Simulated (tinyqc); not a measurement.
Worked calculation (part 1 of 2): UHF in the sto-3g basis, for H2O, spin multiplicity 3. This run ends on a higher stationary point, not on the lowest solution. Computed by tinyqc, a small Python program that keeps every step (integrals from PySCF). Settings: charge = 0, multiplicity = 3, basis = sto-3g, energy threshold = 1e-08, iteration cap = 62, orthogonalisation = symmetric, start = highest core orbitals, DIIS depth = 0, damping = 0.5, shift = 0.5, method = UHF. Command: `OMP_NUM_THREADS=1 python tinyqc.py 28557 28558 out.jsonl` (the two numbers bound the seeds that draw the settings). One thread of a shared host (Intel(R) Xeon(R) Processor @ 2.60GHz), about 0.1 s of CPU time with the checks. Later iterations appear only in the table of the cycle.

## One-electron integrals

Geometry (angstrom):
```
atom        x         y        z
O     0.00000   0.00000  0.00000
H     0.00000   1.00000  0.84300
H     0.00000  -1.00000  0.84300
```

Basis sto-3g: exponents (1/bohr^2) and contraction coefficients of normalised primitives:
```
element  l (shell)   exponent  coefficient
O            s (1)  130.70932      0.15433
O            s (1)   23.80886      0.53533
O            s (1)    6.44361      0.44463
O            s (2)    5.03315     -0.09997
O            s (2)    1.16960      0.39951
O            s (2)    0.38039      0.70012
O            p (3)    5.03315      0.15592
O            p (3)    1.16960      0.60768
O            p (3)    0.38039      0.39196
H            s (1)    3.42525      0.15433
H            s (1)    0.62391      0.53533
H            s (1)    0.16886      0.44463
```

Overlap, kinetic and nuclear-attraction integrals over the contracted functions; the nuclear repulsion is the sum of Za Zb / Rab.

nuclear repulsion = 6.7381111 hartree

overlap S:
```
          1O 1s    1O 2s   1O 2px    1O 2py   1O 2pz    2H 1s     3H 1s
1O 1s   1.00000  0.23670  0.00000   0.00000  0.00000  0.02362   0.02362
1O 2s   0.23670  1.00000  0.00000   0.00000  0.00000  0.27732   0.27732
1O 2px  0.00000  0.00000  1.00000   0.00000  0.00000  0.00000   0.00000
1O 2py  0.00000  0.00000  0.00000   1.00000  0.00000  0.20037  -0.20037
1O 2pz  0.00000  0.00000  0.00000   0.00000  1.00000  0.16891   0.16891
2H 1s   0.02362  0.27732  0.00000   0.20037  0.16891  1.00000   0.11922
3H 1s   0.02362  0.27732  0.00000  -0.20037  0.16891  0.11922   1.00000
```

kinetic energy T (hartree):
```
           1O 1s     1O 2s   1O 2px    1O 2py   1O 2pz     2H 1s     3H 1s
1O 1s   29.00320  -0.16801  0.00000   0.00000  0.00000  -0.00759  -0.00759
1O 2s   -0.16801   0.80813  0.00000   0.00000  0.00000   0.01786   0.01786
1O 2px   0.00000   0.00000  2.52873   0.00000  0.00000   0.00000   0.00000
1O 2py   0.00000   0.00000  0.00000   2.52873  0.00000   0.06762  -0.06762
1O 2pz   0.00000   0.00000  0.00000   0.00000  2.52873   0.05700   0.05700
2H 1s   -0.00759   0.01786  0.00000   0.06762  0.05700   0.76003  -0.01011
3H 1s   -0.00759   0.01786  0.00000  -0.06762  0.05700  -0.01011   0.76003
```

nuclear attraction V (hartree):
```
            1O 1s     1O 2s    1O 2px    1O 2py    1O 2pz     2H 1s     3H 1s
1O 1s   -61.42765  -7.37462   0.00000   0.00000  -0.01072  -0.75195  -0.75195
1O 2s    -7.37462  -9.86019   0.00000   0.00000  -0.13408  -1.99354  -1.99354
1O 2px    0.00000   0.00000  -9.74935   0.00000   0.00000   0.00000   0.00000
1O 2py    0.00000   0.00000   0.00000  -9.81602   0.00000  -1.24698   1.24698
1O 2pz   -0.01072  -0.13408   0.00000   0.00000  -9.79673  -1.07953  -1.07953
2H 1s    -0.75195  -1.99354   0.00000  -1.24698  -1.07953  -4.69863  -0.61697
3H 1s    -0.75195  -1.99354   0.00000   1.24698  -1.07953  -0.61697  -4.69863
```

core Hamiltonian H = T + V (hartree):
```
            1O 1s     1O 2s    1O 2px    1O 2py    1O 2pz     2H 1s     3H 1s
1O 1s   -32.42445  -7.54263   0.00000   0.00000  -0.01072  -0.75954  -0.75954
1O 2s    -7.54263  -9.05206   0.00000   0.00000  -0.13408  -1.97567  -1.97567
1O 2px    0.00000   0.00000  -7.22062   0.00000   0.00000   0.00000   0.00000
1O 2py    0.00000   0.00000   0.00000  -7.28729   0.00000  -1.17936   1.17936
1O 2pz   -0.01072  -0.13408   0.00000   0.00000  -7.26800  -1.02253  -1.02253
2H 1s    -0.75954  -1.97567   0.00000  -1.17936  -1.02253  -3.93860  -0.62708
3H 1s    -0.75954  -1.97567   0.00000   1.17936  -1.02253  -0.62708  -3.93860
```

## Two-electron integrals

Functions are numbered as in S; the eight-fold symmetry (ij|kl) = (ji|kl) = (kl|ij) leaves the list below.

Two-electron integrals (ij|kl) in chemists' order, unique and non-zero (hartree):
```
(11|11) 4.78507    (21|11) 0.74138    (21|21) 0.13687    (22|11) 1.11895
(22|21) 0.25663    (22|22) 0.81721    (31|31) 0.02448    (32|31) 0.03781
(32|32) 0.18052    (33|11) 1.11581    (33|21) 0.25668    (33|22) 0.81702
(33|33) 0.88016    (41|41) 0.02448    (42|41) 0.03781    (42|42) 0.18052
(43|43) 0.04744    (44|11) 1.11581    (44|21) 0.25668    (44|22) 0.81702
(44|33) 0.78527    (44|44) 0.88016    (51|51) 0.02448    (52|51) 0.03781
(52|52) 0.18052    (53|53) 0.04744    (54|54) 0.04744    (55|11) 1.11581
(55|21) 0.25668    (55|22) 0.81702    (55|33) 0.78527    (55|44) 0.78527
(55|55) 0.88016    (61|11) 0.07475    (61|21) 0.01370    (61|22) 0.02559
(61|33) 0.02554    (61|41) 0.00046    (61|42) 0.00087    (61|44) 0.02562
(61|51) 0.00039    (61|52) 0.00073    (61|54) 0.00007    (61|55) 0.02560
(61|61) 0.00139    (62|11) 0.21232    (62|21) 0.04944    (62|22) 0.17828
(62|33) 0.17509    (62|41) 0.00281    (62|42) 0.02302    (62|44) 0.18059
(62|51) 0.00237    (62|52) 0.01941    (62|54) 0.00464    (62|55) 0.17900
(62|61) 0.00505    (62|62) 0.05148    (63|31) 0.00478    (63|32) 0.02924
(63|43) 0.00457    (63|53) 0.00385    (63|63) 0.00675    (64|11) 0.12715
(64|21) 0.02996    (64|22) 0.11542    (64|33) 0.11042    (64|41) 0.00625
(64|42) 0.04302    (64|44) 0.12290    (64|51) 0.00123    (64|52) 0.01161
(64|54) 0.00666    (64|55) 0.11279    (64|61) 0.00317    (64|62) 0.04060
(64|64) 0.03844    (65|11) 0.10718    (65|21) 0.02525    (65|22) 0.09730
(65|33) 0.09309    (65|41) 0.00123    (65|42) 0.01161    (65|44) 0.09590
(65|51) 0.00582    (65|52) 0.03903    (65|54) 0.00694    (65|55) 0.10279
(65|61) 0.00267    (65|62) 0.03422    (65|64) 0.02671    (65|65) 0.02927
(66|11) 0.40080    (66|21) 0.09478    (66|22) 0.39412    (66|33) 0.38021
(66|41) 0.00595    (66|42) 0.06949    (66|44) 0.40436    (66|51) 0.00502
(66|52) 0.05858    (66|54) 0.02037    (66|55) 0.39737    (66|61) 0.00973
(66|62) 0.15456    (66|64) 0.13951    (66|65) 0.11760    (66|66) 0.77461
(71|11) 0.07475    (71|21) 0.01370    (71|22) 0.02559    (71|33) 0.02554
(71|41) -0.00046   (71|42) -0.00087   (71|44) 0.02562    (71|51) 0.00039
(71|52) 0.00073    (71|54) -0.00007   (71|55) 0.02560    (71|61) 0.00137
(71|62) 0.00491    (71|64) 0.00286    (71|65) 0.00260    (71|66) 0.00941
(71|71) 0.00139    (72|11) 0.21232    (72|21) 0.04944    (72|22) 0.17828
(72|33) 0.17509    (72|41) -0.00281   (72|42) -0.02302   (72|44) 0.18059
(72|51) 0.00237    (72|52) 0.01941    (72|54) -0.00464   (72|55) 0.17900
(72|61) 0.00491    (72|62) 0.04031    (72|64) 0.02232    (72|65) 0.02602
(72|66) 0.09631    (72|71) 0.00505    (72|72) 0.05148    (73|31) 0.00478
(73|32) 0.02924    (73|43) -0.00457   (73|53) 0.00385    (73|63) 0.00508
(73|73) 0.00675    (74|11) -0.12715   (74|21) -0.02996   (74|22) -0.11542
(74|33) -0.11042   (74|41) 0.00625    (74|42) 0.04302    (74|44) -0.12290
(74|51) -0.00123   (74|52) -0.01161   (74|54) 0.00666    (74|55) -0.11279
(74|61) -0.00286   (74|62) -0.02232   (74|64) -0.00767   (74|65) -0.01418
(74|66) -0.05038   (74|71) -0.00317   (74|72) -0.04060   (74|74) 0.03844
(75|11) 0.10718    (75|21) 0.02525    (75|22) 0.09730    (75|33) 0.09309
(75|41) -0.00123   (75|42) -0.01161   (75|44) 0.09590    (75|51) 0.00582
(75|52) 0.03903    (75|54) -0.00694   (75|55) 0.10279    (75|61) 0.00260
(75|62) 0.02602    (75|64) 0.01418    (75|65) 0.02164    (75|66) 0.06745
(75|71) 0.00267    (75|72) 0.03422    (75|74) -0.02671   (75|75) 0.02927
(76|11) 0.06066    (76|21) 0.01428    (76|22) 0.05671    (76|33) 0.05531
(76|44) 0.05629    (76|51) 0.00101    (76|52) 0.01029    (76|55) 0.05847
(76|61) 0.00145    (76|62) 0.01678    (76|64) 0.01162    (76|65) 0.01259
(76|66) 0.05585    (76|71) 0.00145    (76|72) 0.01678    (76|74) -0.01162
(76|75) 0.01259    (76|76) 0.00733    (77|11) 0.40080    (77|21) 0.09478
(77|22) 0.39412    (77|33) 0.38021    (77|41) -0.00595   (77|42) -0.06949
(77|44) 0.40436    (77|51) 0.00502    (77|52) 0.05858    (77|54) -0.02037
(77|55) 0.39737    (77|61) 0.00941    (77|62) 0.09631    (77|64) 0.05038
(77|65) 0.06745    (77|66) 0.26370    (77|71) 0.00973    (77|72) 0.15456
(77|74) -0.13951   (77|75) 0.11760    (77|76) 0.05585    (77|77) 0.77461
```

## Orthogonalisation

S = U s U^T; symmetric (Loewdin) form X = U s^(-1/2) U^T, so that X^T S X = 1.

eigenvalues of S: 0.55301  0.65082  0.88590  1.00000  1.10990  1.22996  1.57040

X:
```
           1O 1s     1O 2s   1O 2px    1O 2py    1O 2pz     2H 1s     3H 1s
1O 1s    1.02291  -0.13021  0.00000   0.00000  -0.00444   0.01442   0.01442
1O 2s   -0.13021   1.08632  0.00000   0.00000   0.03824  -0.14841  -0.14841
1O 2px   0.00000   0.00000  1.00000   0.00000   0.00000   0.00000   0.00000
1O 2py   0.00000   0.00000  0.00000   1.03585   0.00000  -0.11690   0.11690
1O 2pz  -0.00444   0.03824  0.00000   0.00000   1.02271  -0.08850  -0.08850
2H 1s    0.01442  -0.14841  0.00000  -0.11690  -0.08850   1.06391  -0.04149
3H 1s    0.01442  -0.14841  0.00000   0.11690  -0.08850  -0.04149   1.06391
```

## Starting guess

The start is the highest orbitals of the core Hamiltonian (a deliberately bad start); D(s) = C_occ C_occ^T for each spin.

D(alpha) at the start:
```
           1O 1s     1O 2s   1O 2px    1O 2py    1O 2pz     2H 1s     3H 1s
1O 1s    0.06085  -0.27266  0.00000   0.00000  -0.01658   0.04799   0.04799
1O 2s   -0.27266   1.24251  0.00000   0.00000   0.10750  -0.31820  -0.31820
1O 2px   0.00000   0.00000  1.00000   0.00000   0.00000   0.00000   0.00000
1O 2py   0.00000   0.00000  0.00000   1.10031   0.00000  -0.25031   0.25031
1O 2pz  -0.01658   0.10750  0.00000   0.00000   1.06308  -0.18673  -0.18673
2H 1s    0.04799  -0.31820  0.00000  -0.25031  -0.18673   1.17735  -0.07189
3H 1s    0.04799  -0.31820  0.00000   0.25031  -0.18673  -0.07189   1.17735
```

D(beta) at the start:
```
           1O 1s     1O 2s   1O 2px    1O 2py    1O 2pz     2H 1s     3H 1s
1O 1s    0.00642  -0.03258  0.00000   0.00000   0.06345   0.02338   0.02338
1O 2s   -0.03258   0.18335  0.00000   0.00000  -0.24557  -0.20967  -0.20967
1O 2px   0.00000   0.00000  1.00000   0.00000   0.00000   0.00000   0.00000
1O 2py   0.00000   0.00000  0.00000   0.03757   0.00000  -0.15207   0.15207
1O 2pz   0.06345  -0.24557  0.00000   0.00000   0.94538  -0.15055  -0.15055
2H 1s    0.02338  -0.20967  0.00000  -0.15207  -0.15055   1.15715  -0.07393
3H 1s    0.02338  -0.20967  0.00000   0.15207  -0.15055  -0.07393   1.15715
```

## Iteration 1: building the Fock matrix

J_ij = sum D_kl (ij|kl) with D = D(alpha) + D(beta), K_ij = sum D_kl (ik|jl) for each spin; F = H + J - K(s); E = tr D H + tr D J / 2 - 0.5 sum_s tr D(s) K(s) + E_nn.

Coulomb J (hartree):
```
          1O 1s    1O 2s   1O 2px    1O 2py   1O 2pz    2H 1s     3H 1s
1O 1s   8.28456  1.90884  0.00000   0.00000  0.00026  0.19034   0.19034
1O 2s   1.90884  6.42593  0.00000   0.00000  0.11208  1.54234   1.54234
1O 2px  0.00000  0.00000  6.40770   0.00000  0.00000  0.00000   0.00000
1O 2py  0.00000  0.00000  0.00000   6.40294  0.00000  1.04862  -1.04862
1O 2pz  0.00026  0.11208  0.00000   0.00000  6.46260  0.92027   0.92027
2H 1s   0.19034  1.54234  0.00000   1.04862  0.92027  4.40184   0.55350
3H 1s   0.19034  1.54234  0.00000  -1.04862  0.92027  0.55350   4.40184
```

exchange K(alpha) (hartree):
```
          1O 1s    1O 2s   1O 2px    1O 2py   1O 2pz    2H 1s     3H 1s
1O 1s   0.13359  0.12331  0.00000   0.00000  0.00007  0.01648   0.01648
1O 2s   0.12331  1.31527  0.00000   0.00000  0.01802  0.31264   0.31264
1O 2px  0.00000  0.00000  1.15938   0.00000  0.00000  0.00000   0.00000
1O 2py  0.00000  0.00000  0.00000   1.18152  0.00000  0.19744  -0.19744
1O 2pz  0.00007  0.01802  0.00000   0.00000  1.17402  0.17080   0.17080
2H 1s   0.01648  0.31264  0.00000   0.19744  0.17080  0.84069   0.10325
3H 1s   0.01648  0.31264  0.00000  -0.19744  0.17080  0.10325   0.84069
```

exchange K(beta) (hartree):
```
           1O 1s     1O 2s   1O 2px    1O 2py    1O 2pz    2H 1s     3H 1s
1O 1s    0.05407   0.07391  0.00000   0.00000  -0.00989  0.00812   0.00812
1O 2s    0.07391   0.43455  0.00000   0.00000  -0.26916  0.11721   0.11721
1O 2px   0.00000   0.00000  0.94329   0.00000   0.00000  0.00000   0.00000
1O 2py   0.00000   0.00000  0.00000   0.13198   0.00000  0.08363  -0.08363
1O 2pz  -0.00989  -0.26916  0.00000   0.00000   0.87833  0.08983   0.08983
2H 1s    0.00812   0.11721  0.00000   0.08363   0.08983  0.77565   0.06986
3H 1s    0.00812   0.11721  0.00000  -0.08363   0.08983  0.06986   0.77565
```

F(alpha) (hartree):
```
            1O 1s     1O 2s    1O 2px    1O 2py    1O 2pz     2H 1s     3H 1s
1O 1s   -24.27348  -5.75710   0.00000   0.00000  -0.01052  -0.58568  -0.58568
1O 2s    -5.75710  -3.94140   0.00000   0.00000  -0.04001  -0.74597  -0.74597
1O 2px    0.00000   0.00000  -1.97230   0.00000   0.00000   0.00000   0.00000
1O 2py    0.00000   0.00000   0.00000  -2.06588   0.00000  -0.32818   0.32818
1O 2pz   -0.01052  -0.04001   0.00000   0.00000  -1.97942  -0.27306  -0.27306
2H 1s    -0.58568  -0.74597   0.00000  -0.32818  -0.27306  -0.37745  -0.17683
3H 1s    -0.58568  -0.74597   0.00000   0.32818  -0.27306  -0.17683  -0.37745
```

F(beta) (hartree):
```
            1O 1s     1O 2s    1O 2px    1O 2py    1O 2pz     2H 1s     3H 1s
1O 1s   -24.19396  -5.70770   0.00000   0.00000  -0.00057  -0.57732  -0.57732
1O 2s    -5.70770  -3.06068   0.00000   0.00000   0.24717  -0.55054  -0.55054
1O 2px    0.00000   0.00000  -1.75620   0.00000   0.00000   0.00000   0.00000
1O 2py    0.00000   0.00000   0.00000  -1.01633   0.00000  -0.21438   0.21438
1O 2pz   -0.00057   0.24717   0.00000   0.00000  -1.68374  -0.19209  -0.19209
2H 1s    -0.57732  -0.55054   0.00000  -0.21438  -0.19209  -0.31241  -0.14344
3H 1s    -0.57732  -0.55054   0.00000   0.21438  -0.19209  -0.14344  -0.31241
```

total energy of this density = -29.1314504 hartree

This density is the starting one.

## Iteration 1: diagonalisation and new density

A level shift of 0.5 hartree raises the virtual space: F + shift (S - S D(s) S), with D(s) the density of one spin. Diagonalise F' = X^T F X, C = X C', fill 6 alpha and 4 beta electrons from the bottom; D(s) = C_occ C_occ^T; the new density keeps 0.5 of the old one (damping). Each column has its largest component positive (the first on a tie).

F' = X^T F X (alpha) (hartree):
```
           1         2         3         4         5         6         7
1  -23.46736  -2.51791   0.00000   0.00000  -0.01365  -0.06434  -0.06434
2   -2.51791  -3.01612   0.00000   0.00000  -0.03401  -0.22423  -0.22423
3    0.00000   0.00000  -1.97230   0.00000   0.00000   0.00000   0.00000
4    0.00000   0.00000   0.00000  -2.06317   0.00000  -0.10867   0.10867
5   -0.01365  -0.03401   0.00000   0.00000  -1.97832  -0.08209  -0.08209
6   -0.06434  -0.22423   0.00000  -0.10867  -0.08209  -0.18090  -0.04893
7   -0.06434  -0.22423   0.00000   0.10867  -0.08209  -0.04893  -0.18090
```

orbital energies (alpha) (hartree): MO1 -23.77351, MO2 -2.75008, MO3 -2.07532, MO4 -1.98249, MO5 -1.97230, MO6 -0.18555, MO7 -0.11982

coefficients C (alpha):
```
            MO1       MO2       MO3       MO4      MO5       MO6       MO7
1O 1s   0.99986  -0.24867   0.00000   0.01237  0.00000   0.04504   0.00000
1O 2s   0.00053   1.06058   0.00000  -0.04621  0.00000  -0.33997   0.00000
1O 2px  0.00000   0.00000   0.00000   0.00000  1.00000   0.00000   0.00000
1O 2py  0.00000   0.00000   1.01959   0.00000  0.00000   0.00000  -0.24646
1O 2pz  0.00037   0.08380   0.00000   1.00955  0.00000  -0.19200   0.00000
2H 1s   0.00031  -0.06465  -0.05492  -0.03893  0.00000   0.73962   0.78842
3H 1s   0.00031  -0.06465   0.05492  -0.03893  0.00000   0.73962  -0.78842
```

F' = X^T F X (beta) (hartree):
```
           1         2         3         4         5         6         7
1  -23.37717  -2.64007   0.00000   0.00000  -0.05713  -0.07161  -0.07161
2   -2.64007  -1.64605   0.00000   0.00000   0.41570  -0.15084  -0.15084
3    0.00000   0.00000  -1.75620   0.00000   0.00000   0.00000   0.00000
4    0.00000   0.00000   0.00000  -0.49167   0.00000  -0.09668   0.09668
5   -0.05713   0.41570   0.00000   0.00000  -1.62760  -0.05888  -0.05888
6   -0.07161  -0.15084   0.00000  -0.09668  -0.05888  -0.16776  -0.04471
7   -0.07161  -0.15084   0.00000   0.09668  -0.05888  -0.04471  -0.16776
```

orbital energies (beta) (hartree): MO1 -23.69399, MO2 -1.92527, MO3 -1.75620, MO4 -1.08454, MO5 -0.53684, MO6 -0.15950, MO7 -0.07787

coefficients C (beta):
```
             MO1       MO2      MO3       MO4       MO5       MO6       MO7
1O 1s    1.00026   0.14177  0.00000  -0.19655   0.00000   0.06704   0.00000
1O 2s   -0.00119  -0.59990  0.00000   0.83297   0.00000  -0.43454   0.00000
1O 2px   0.00000   0.00000  1.00000   0.00000   0.00000   0.00000   0.00000
1O 2py   0.00000   0.00000  0.00000   0.00000   0.93168   0.00000  -0.48196
1O 2pz  -0.00018   0.81218  0.00000   0.58546   0.00000  -0.24635   0.00000
2H 1s    0.00051  -0.00566  0.00000   0.00174   0.13423   0.74343   0.77885
3H 1s    0.00051  -0.00566  0.00000   0.00174  -0.13423   0.74343  -0.77885
```

D(alpha) after iteration 1:
```
           1O 1s     1O 2s   1O 2px    1O 2py    1O 2pz     2H 1s     3H 1s
1O 1s    0.56229  -0.27587  0.00000   0.00000  -0.01660   0.04860   0.04860
1O 2s   -0.27587   1.24253  0.00000   0.00000   0.10750  -0.31821  -0.31821
1O 2px   0.00000   0.00000  1.00000   0.00000   0.00000   0.00000   0.00000
1O 2py   0.00000   0.00000  0.00000   1.06994   0.00000  -0.15315   0.15315
1O 2pz  -0.01660   0.10750  0.00000   0.00000   1.06308  -0.18673  -0.18673
2H 1s    0.04860  -0.31821  0.00000  -0.15315  -0.18673   0.86655   0.23891
3H 1s    0.04860  -0.31821  0.00000   0.15315  -0.18673   0.23891   0.86655
```

D(beta) after iteration 1:
```
           1O 1s     1O 2s   1O 2px    1O 2py    1O 2pz     2H 1s     3H 1s
1O 1s    0.53283  -0.14126  0.00000   0.00000   0.03167   0.01138   0.01138
1O 2s   -0.14126   0.61854  0.00000   0.00000  -0.12256  -0.10242  -0.10242
1O 2px   0.00000   0.00000  1.00000   0.00000   0.00000   0.00000   0.00000
1O 2py   0.00000   0.00000  0.00000   0.01878   0.00000  -0.07604   0.07604
1O 2pz   0.03167  -0.12256  0.00000   0.00000   0.97389  -0.07706  -0.07706
2H 1s    0.01138  -0.10242  0.00000  -0.07604  -0.07706   0.57859  -0.03695
3H 1s    0.01138  -0.10242  0.00000   0.07604  -0.07706  -0.03695   0.57859
```
